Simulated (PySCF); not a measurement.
Gas-phase reaction: 6 SiH₂Cl ⇌ Si + H₃SiSiCl₃ + 3 SiH₃Cl

Energies from PySCF, thermal terms from the rigid-rotor harmonic-oscillator model, ideal gas at 1 bar. † marks an energy on the PBE0/def2-TZVP geometry and frequencies; other levels use their own. CCSD(T) freezes the core. 6-31G* has spherical d functions here. Open shells (unrestricted): SiH₂Cl (multiplicity 2), Si (multiplicity 3, electronic degeneracy 9); the rest are closed-shell singlets. Spin-orbit splitting is ignored; it lowers the true energy and changes the entropy of Si. B3LYP is the form with VWN-RPA correlation. SiH₂Cl, H₃SiSiCl₃: computed as isolated molecules; such fragments, hydroxides, amides, oligomers or adducts are transient or little studied in the gas. CCSD(T) isn't extrapolated to the basis-set limit. The harmonic model lacks anharmonicity and excited electronic states, which grow with temperature; levels with a mode under 35 cm⁻¹ are left out. Internal rotation in H₃SiSiCl₃ is treated as a harmonic vibration of one conformer, which makes the entropy rough.

```tsv
level	ΔE electronic, kJ	ΔH°(298 K), kJ	ΔS°(298 K), J/K	ΔG°(1800 K), kJ
B3LYP/def2-TZVP†	-532	-508	-276	-42
BLYP/def2-TZVP†	-505	-482	-276	-15
CCSD(T)/def2-SVP†	-597	-573	-276	-107
HF/6-31G*	-470	-445	-282	33
M06-2X/def2-TZVP†	-544	-521	-276	-54
PBE/def2-SVP	-523	-499	-276	-32
PBE0/def2-SVP†	-543	-519	-276	-53
PBE0/def2-TZVP	-531	-507	-276	-41
r2SCAN/def2-TZVP†	-506	-482	-276	-16
```
ΔH° is lowest at CCSD(T)/def2-SVP† and highest at HF/6-31G*. No reference value is set beside these.
